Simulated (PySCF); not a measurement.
sulfur dioxide anion (O2S), SMILES O=S=O (connectivity only; charge and spin as stated), charge -1, multiplicity 2. Atoms are numbered in the order given.

```xyz
3

O      0.0000    -1.2707    -0.4118
S      0.0000     0.0000     0.4118
O      0.0000     1.2707    -0.4118
```
Charge -1, spin multiplicity 2.

Geometry: r2SCAN-D4/def2-TZVPD. The spin state was assumed, not searched.

Computed with PBE0/pcH-1 (PySCF).

Unrestricted Kohn–Sham, ⟨S²⟩ = 0.754. Hyperfine tensors hold the contact and dipolar terms, without spin-orbit corrections.

Computed hyperfine couplings:
```tsv
nucleus	A(iso) (MHz)	A(iso) (G)	dipolar principal values (MHz)
17O no. 1	-23.3	-8.3	-91.9, 45.4, 46.6
33S no. 2	19.4	6.9	-54.6, -49.9, 104.5
17O no. 3	-23.3	-8.3	-91.9, 45.4, 46.6
```

Q: And the g tensor (effective nuclear charges for spin-orbit coupling, GIAO)? (The exact figures need the calculation; the answer reports its results.)

A: principal values 2.0019, 2.0090, 2.0136; isotropic 2.0082.
